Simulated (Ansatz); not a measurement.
# HNO₃: small, medium and large basis sets

An exercise on one series of results from a longer session: the logs are not shown, and one member is left open.

Method: one geometry, several basis sets; program: Ansatz 0.2.0, Gaussian basis.

Plan: PBE0-D4/def2-SVP; ωB97M-V/def2-SVP; PBE0-D4/def2-QZVPP; ωB97M-V/def2-QZVPP; the functionals' def2-TZVPP values are taken from earlier runs.

### The geometry

The geometry comes from an earlier relaxation with PBE0-D4 in a triple-zeta def2 set; it is a stationary point.

SMILES `O=[N+]([O-])O`, 5 atoms, charge 0, spin multiplicity 1.

Atoms are counted from 1 here; the program's logs count them from 0.

Bond lengths: O1–N2 1.186 Å, N2–O3 1.201 Å, N2–O4 1.385 Å, O4–H5 0.970 Å. Angles: O1–N2–O3 130.2°, O1–N2–O4 114.2°, O3–N2–O4 115.7°, N2–O4–H5 103.1°.

The first run:

File in.yaml:

```yaml
crystal:
  periodic: [false, false, false]
  atoms:
    - {symbol: O, position_ang: [1.317858, -0.315824, 0.746459]}
    - {symbol: N, position_ang: [0.253096, -0.279661, 0.226215]}
    - {symbol: O, position_ang: [-0.596391, -1.123918, 0.141468]}
    - {symbol: O, position_ang: [-0.044118, 0.932984, -0.373944]}
    - {symbol: H, position_ang: [-0.930444, 0.786409, -0.740187]}
basis:
  gaussian: {orbitals: def2-SVP}
hamiltonian: {xc: pbe0, dispersion: d4}
output: {orbitals: {seedname: orbitals}}
```

Command:

```console
ansatz run in.yaml --threads 4 --pin off --events-out ev --progress --plain --max-ram 10444MiB
```

Steps of the session up to this table: PBE0-D4 in def2-SVP; ωB97M-V in def2-SVP; PBE0-D4 in def2-QZVPP; ωB97M-V in def2-QZVPP.

One of the session's tables, all rows but one given; the rest of the session is left out.

It belongs to the step «Density functionals: the series». 

```
functional       basis  HOMO (eV)
   PBE0-D4    def2-SVP      -9.32
   PBE0-D4  def2-TZVPP      -9.50
   PBE0-D4  def2-QZVPP          ?
   ωB97M-V    def2-SVP     -11.76
   ωB97M-V  def2-TZVPP     -11.99
   ωB97M-V  def2-QZVPP     -12.04
```

Q: Estimate the row for PBE0-D4, def2-QZVPP from the others.

**Answer.** HOMO (eV): -9.55. In the column «HOMO (eV)» it lies between ωB97M-V, def2-SVP (-11.76) and PBE0-D4, def2-TZVPP (-9.50).
